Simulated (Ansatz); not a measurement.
**A geometry optimisation of CMgSi+ with r2SCAN-D4/def2-TZVP**

The starting geometry of this gas-phase doublet was optimised with GFN2-xTB.

```xyz
3

C     1.3097   -0.4152   -2.1284
Mg   -1.6997   -0.1711    0.9679
Si    0.1096   -0.3147   -0.8910
```

**Question.** Predict what it relaxes into with r2SCAN-D4/def2-TZVP.

**Answer.** A new bond forms, giving a structure given below by its coordinates. Contacts that close: C1–Mg2 (4.32 → 2.01 Å).

The energy falls by 2.15 eV over 17 steps:

```csv
step,E − E(last) (eV)
1,2.149
3,2.113
5,2.096
6,2.062
8,1.855
10,1.470
12,0.580
13,0.149
15,0.004
17,0.000
```

Final geometry (Å):

```yaml
atoms:
  - { symbol: C, position_ang: [0.1472, -0.7633, -1.3088] }
  - { symbol: Mg, position_ang: [-1.3218, -0.8069, 0.0640] }
  - { symbol: Si, position_ang: [0.8942, 0.6692, -0.8067] }
```

The end wasn't checked by frequencies. Open shells are spin-unrestricted. Run with Ansatz 0.2.0, 5.9 min on 2 threads of Arm Neoverse V1, on a shared host.
